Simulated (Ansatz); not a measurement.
CaAs₂Pd₂ (I4/mmm)

Method: DFT r2SCAN, scalar-relativistic, plane waves, PAW (Ansatz 0.2.0).

Plane waves to 500 eV, a k mesh through Γ of 12×12×12 on the computed 5-atom cell and Gaussian smearing (0.10 eV); no spin polarisation.

The structure is relaxed at this level of theory with its symmetry kept. Whether it is the stable form of this composition wasn't checked.

```
Ca As Pd
1.0
    -2.14956    2.14956    5.11777
     2.14956   -2.14956    5.11777
     2.14956    2.14956   -5.11777
Ca As Pd
1 2 2
Direct
  0.00000 0.00000 0.00000
  0.38028 0.38028 0.00000
  0.61972 0.61972 0.00000
  0.75000 0.25000 0.50000
  0.25000 0.75000 0.50000
```

Formation energy from the elements' standard states (uncorrected)?

-0.798 eV/atom.

Density of states at the Fermi level?

1.80 states/eV per cell.

Löwdin character within 0.5 eV of the Fermi level?

As 4p 46 %, Pd 4d 36 %, unprojected 14 %.

Bulk modulus?

97 GPa.

Its pressure derivative?

4.9.

Bader charges (e)?

Ca (1 in the cell) 1.45, As (2 in the cell) -0.39, Pd (2 in the cell) -0.33.

Cost: 9 runs of about 29 core-minutes in all, on Oxide Virtual Turin-like Processor (Zen 5) (shared hosts).